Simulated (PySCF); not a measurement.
C2H6O, charge -1, doublet, geometry from GFN2-xTB of the parent state (a state made from the parent by changing its charge; the spin is typed, not shown lowest) (a gas-phase anion, which may not be bound at this level); TPSS/3-21G (PySCF).

Here is a job for PySCF.
```python
from pyscf import gto, scf, dft

mol = gto.Mole()
mol.atom = '''
    C     0.000999    1.168731   -0.198484
    O    -0.016288    0.002183    0.581813
    C     0.009862   -1.170187   -0.189459
    H    -0.021618    2.008493    0.492846
    H     0.909599    1.224719   -0.811800
    H    -0.872295    1.217775   -0.861658
    H    -0.006410   -2.004736    0.508331
    H    -0.863015   -1.230964   -0.852209
    H     0.918878   -1.224019   -0.802352
'''
mol.basis = '3-21g'
mol.charge = -1
mol.spin = 1
mol.verbose = 4
mol.build()

mf = dft.ROKS(mol)
mf.xc = 'tpss'
mf.kernel()
mf.analyze()
```

The log (banner, timings and long lists left out):

```
PySCF version 2.14.0

[INPUT] verbose = 4
[INPUT] num. atoms = 9
[INPUT] num. electrons = 27
[INPUT] charge = -1
[INPUT] spin (= nelec alpha-beta = 2S) = 1
[INPUT] symmetry False subgroup None
[INPUT] Mole.unit = angstrom
[INPUT] Symbol           X                Y                Z      unit          X                Y                Z       unit  Magmom
[...]
nuclear repulsion = 84.191027024848
number of shells = 27
number of NR pGTOs = 63
number of NR cGTOs = 39
basis = 3-21g
ecp = {}

******** <class 'pyscf.dft.roks.ROKS'> ********
method = ROKS
initial guess = minao
damping factor = 0
level_shift factor = 0
DIIS = <class 'pyscf.scf.diis.CDIIS'>
diis_start_cycle = 1
diis_space = 8
diis_damp = 0
SCF conv_tol = 1e-09
SCF conv_tol_grad = None
SCF max_cycles = 50
direct_scf = True
direct_scf_tol = 1e-13
num. doubly occ = 13  num. singly occ = 1
XC library pyscf.dft.libxc version 7.1.2
    S. Lehtola, C. Steigemann, M. J. T. Oliveira, and M. A. L. Marques,  SoftwareX 7, 1–5 (2018)
XC functionals = tpss
    J. Tao, J. P. Perdew, V. N. Staroverov, and G. E. Scuseria,  Phys. Rev. Lett. 91, 146401 (2003)
    J. P. Perdew, J. Tao, V. N. Staroverov, and G. E. Scuseria,  J. Chem. Phys. 120, 6898 (2004)
    J. Tao, J. P. Perdew, V. N. Staroverov, and G. E. Scuseria,  Phys. Rev. Lett. 91, 146401 (2003)
    J. P. Perdew, J. Tao, V. N. Staroverov, and G. E. Scuseria,  J. Chem. Phys. 120, 6898 (2004)
radial grids:
    Treutler-Ahlrichs [JCP 102, 346 (1995); DOI:10.1063/1.469408] (M4) radial grids

becke partition: Becke, JCP 88, 2547 (1988); DOI:10.1063/1.454033
pruning grids: <function nwchem_prune>
grids dens level: 3
symmetrized grids: False
atomic radii adjust function: <function treutler_atomic_radii_adjust>
small_rho_cutoff = 0
Set gradient conv threshold to 3.16228e-05
tot grids = 101168
init E= -154.200121620076
[...]
cycle= 1 E= -153.848660986889  delta_E= 0.351  |g|= 0.753  |ddm|= 3.79
[...]
cycle= 2 E= -153.364242144583  delta_E= 0.484  |g|= 1.67  |ddm|= 7.42

WARN: HOMO 0.398135190058335 >= LUMO 0.332570594225607

cycle= 3 E= -153.909985328931  delta_E= -0.546  |g|= 0.252  |ddm|= 8.75
[...]
cycle= 4 E= -153.98551529661  delta_E= -0.0755  |g|= 0.235  |ddm|=  7.9
[...]
cycle= 5 E= -153.993819849231  delta_E= -0.0083  |g|= 0.121  |ddm|= 0.459
[...]
cycle= 6 E= -153.996859147984  delta_E= -0.00304  |g|= 0.0382  |ddm|= 0.273
[...]
cycle= 7 E= -153.997164805831  delta_E= -0.000306  |g|= 0.00157  |ddm|= 0.162
[...]
cycle= 8 E= -153.997165166857  delta_E= -3.61e-07  |g|= 0.00106  |ddm|= 0.00765
[...]
cycle= 9 E= -153.997165466878  delta_E= -3e-07  |g|= 0.000191  |ddm|= 0.00747
[...]
cycle= 10 E= -153.99716548105  delta_E= -1.42e-08  |g|= 6.37e-05  |ddm|= 0.00254
[...]
cycle= 11 E= -153.997165482485  delta_E= -1.44e-09  |g|= 1.07e-05  |ddm|= 0.000481
[...]
cycle= 12 E= -153.997165482518  delta_E= -3.31e-11  |g|= 6.63e-07  |ddm|= 5.49e-05
[...]
Extra cycle  E= -153.997165482518  delta_E= -2.27e-13  |g|= 7.14e-07  |ddm|= 2.02e-06
converged SCF energy = -153.997165482518
**** SCF Summaries ****
Total Energy =                        -153.997165482518028
Nuclear Repulsion Energy =              84.191027024848040
One-electron Energy =                 -381.072631939947428
Two-electron Energy =                  142.884439432581360
Two-electron Coulomb Energy =          164.802355973077908
DFT Exchange-Correlation Energy =      -21.917916540496552
HOMO-LUMO gap [eV] =                     1.252512382433968
**** MO energy ****
                Roothaan           | alpha              | beta
[...]
 ** Mulliken pop on meta-lowdin orthogonal AOs  **
 ** Mulliken pop  **
[...]
 ** Mulliken atomic charges  **
charge of    0C =     -0.18969
charge of    1O =     -0.40457
charge of    2C =     -0.18969
charge of    3H =     -0.01495
charge of    4H =     -0.04654
charge of    5H =     -0.04653
charge of    6H =     -0.01495
charge of    7H =     -0.04653
charge of    8H =     -0.04654

WARN: System has nonzero charge -1; the dipole moment is origin-dependent.
Location of origin: [0. 0. 0.]

Dipole moment(X, Y, Z, Debye): -0.01379,  0.00184,  0.49083
```
